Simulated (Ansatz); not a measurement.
# C₄H₄F₂: a ladder of functionals and wavefunction methods

One table from this session's results is given with a row withheld; the runs are named, their logs left out.

Computed with Ansatz 0.2.0, Gaussian basis. Level: functionals in def2-TZVPP, the program's frozen cores in correlated methods.

The runs, in order: LDA (SPW92), PBE-D4, revPBE-D4, BLYP-D4, r2SCAN-D4, B97M-V, PBE0-D4, B3LYP-D4, r2SCANh-D4, r2SCAN0-D4, HSE06-D4, BHLYP-D4, CAM-B3LYP-D4, LC-ωPBE, ωB97X-V, ωB97M-V, B2PLYP, PBE-QIDH; CCSD(T)/def2-SVP; CCSD(T)/def2-TZVPP; MP2/def2-QZVPP; extrapolation to the limit; RPA on PBE.

## The geometry

The geometry comes from an earlier relaxation with PBE0-D4 in a triple-zeta def2 set; it is a stationary point, not always the lowest conformer.

SMILES `FC1=CC(F)C1`, 10 atoms, charge 0, spin multiplicity 1.

Atoms are counted from 1 here; the program's logs count them from 0.

Bond lengths: F1–C2 1.317 Å, C2–C3 1.329 Å, C2–C6 1.492 Å, C3–C4 1.502 Å, C3–H7 1.080 Å, C4–F5 1.379 Å, C4–C6 1.555 Å, C4–H8 1.093 Å, C6–H9 1.092 Å, C6–H10 1.091 Å. Angles: F1–C2–C3 133.2°, F1–C2–C6 128.4°, C3–C2–C6 98.4°, C2–C3–C4 90.3°, C2–C3–H7 136.2°, C4–C3–H7 133.5°, C3–C4–F5 115.6°, C3–C4–C6 88.7°, C3–C4–H8 116.1°, F5–C4–C6 113.9°, F5–C4–H8 107.3°, C6–C4–H8 114.6°, C2–C6–C4 82.5°, C2–C6–H9 116.9°, C2–C6–H10 115.8°, C4–C6–H9 116.5°, C4–C6–H10 112.6°, H9–C6–H10 110.2°.

The first run:

Input file in.yaml:

```yaml
crystal:
  periodic: [false, false, false]
  atoms:
    - {symbol: F, position_ang: [-1.390305, 0.159551, -1.942733]}
    - {symbol: C, position_ang: [-0.541078, 0.103794, -0.938172]}
    - {symbol: C, position_ang: [0.786508, 0.104708, -0.868348]}
    - {symbol: C, position_ang: [0.715450, -0.134037, 0.613293]}
    - {symbol: F, position_ang: [1.267182, 0.852583, 1.402915]}
    - {symbol: C, position_ang: [-0.835222, -0.067896, 0.514418]}
    - {symbol: H, position_ang: [1.603046, 0.184272, -1.570013]}
    - {symbol: H, position_ang: [1.109099, -1.090667, 0.966176]}
    - {symbol: H, position_ang: [-1.381427, -0.968400, 0.804654]}
    - {symbol: H, position_ang: [-1.250052, 0.804891, 1.020909]}
basis:
  gaussian: {orbitals: def2-TZVPP}
hamiltonian: {xc: lda}
output: {orbitals: {seedname: orbitals}}
```

The run is started by

```console
ansatz run in.yaml --threads 4 --pin off --events-out ev --progress --plain --max-ram 10444MiB
```

Steps of the session up to this table: LDA; PBE-D4 (GGA); revPBE-D4 (GGA); BLYP-D4 (GGA); r2SCAN-D4 (meta-GGA); B97M-V (meta-GGA); PBE0-D4 (hybrid); B3LYP-D4 (hybrid); r2SCANh-D4 (hybrid); r2SCAN0-D4 (hybrid); HSE06-D4 (hybrid); BHLYP-D4 (hybrid); CAM-B3LYP-D4 (range-separated); LC-ωPBE (range-separated); ωB97X-V (range-separated); ωB97M-V (range-separated); B2PLYP (double hybrid); PBE-QIDH (double hybrid).

One of the session's tables, all rows but one given; the rest of the session is left out.

It belongs to the step «Orbital energies across the functionals». 

```
  functional  HOMO (eV)  gap (eV)
 LDA (SPW92)      -6.69      5.51
      PBE-D4      -6.51      5.58
   revPBE-D4      -6.44      5.62
     BLYP-D4      -6.37      5.55
   r2SCAN-D4      -6.73      6.06
      B97M-V      -6.78      6.17
     PBE0-D4      -7.74      7.86
    B3LYP-D4      -7.52      7.37
  r2SCANh-D4      -7.19      6.90
  r2SCAN0-D4      -7.89      8.16
    HSE06-D4      -7.34      7.07
    BHLYP-D4      -8.83     10.07
CAM-B3LYP-D4      -9.09     10.35
     LC-ωPBE     -10.45     12.94
     ωB97X-V          ?         ?
     ωB97M-V      -9.97     12.26
```

Q: Estimate the row for ωB97X-V from the others.

**Answer.** HOMO (eV): -10.06; gap (eV): 12.48. In the column «HOMO (eV)» it lies between LC-ωPBE (-10.45) and ωB97M-V (-9.97).
